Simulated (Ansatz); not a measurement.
The same path of C₄H₇N (12 atoms, charge 0, multiplicity 1) was run twice with different band settings. The coordinate that changes most is the dihedral H7–C1–C2–C4.

Method: Ansatz 0.2.0, RKS BLYP-D4/6-31G.

Relaxed end points:

```xyz
12
Properties=species:S:1:pos:R:3
C -1.374 -0.441 0.403
C 0.007 0.014 -0.059
C 1.191 -0.893 0.266
C 0.174 1.163 -0.707
N 0.305 2.152 -1.465
H -2.161 0.276 0.123
H -1.401 -0.570 1.502
H -1.629 -1.420 -0.046
H 1.286 -1.043 1.358
H 2.142 -0.483 -0.107
H 1.049 -1.892 -0.188
H 0.489 3.083 -1.044
```

```xyz
12
Properties=species:S:1:pos:R:3
C -1.371 -0.429 0.430
C 0.004 0.019 -0.058
C 1.165 -0.955 0.119
C 0.187 1.219 -0.601
N 0.323 2.271 -1.268
H -1.685 -1.354 -0.091
H -2.142 0.337 0.256
H -1.351 -0.657 1.514
H 1.311 -1.207 1.188
H 2.111 -0.547 -0.269
H 0.959 -1.903 -0.413
H 0.567 3.150 -0.773
```

Common settings: spring 5.0 eV/Å²; optimiser quadratic models (default); start path through a guess of the saddle point; force threshold 0.05 eV/Å; iteration limit 60; end points relaxed.

| run | movable images | climbing image |
| --- | --- | --- |
| 1 | 5 | yes |
| 2 | 6 | no |

(1) What does each run give, and how far can it be trusted?

## Answers

(1) Run 1: converged after 16 iterations, highest image 0.076 eV above the first end. A vibrational analysis at the climbing image gives one clearly imaginary mode, 176i cm⁻¹: a first-order saddle point.
Run 2: converged after 9 iterations, highest image 0.073 eV above the first end. No image climbed, so the highest image needn't sit at the top of the path.
Limits of this set-up: no polarisation functions.
